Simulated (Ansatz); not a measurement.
## Ansatz (development build ahead of 0.2.0) run

```yaml
crystal:
  periodic: [false, false, false]
  atoms:
    - { symbol: Si, position_ang: [0.0, 0.0, -0.90663] }
    - { symbol: S, position_ang: [0.0, 0.0, 0.90663] }
basis:
  gaussian: { orbitals: "6-31G" }
magnetization:
  spin_polarized: true
hamiltonian:
  xc: hf
correlation:
  method: bccd_t
  frozen_orbitals: { S: 5, Si: 5 }
```

The input is written out in the form of the current development build from the run's settings.

Results

| Item | Value |
| --- | --- |
| Converged | yes |
| Reference energy (starting determinant) | -686.35677 hartree |
| Correlation energy | -0.11396 hartree |
| Total energy | -686.47074 hartree |
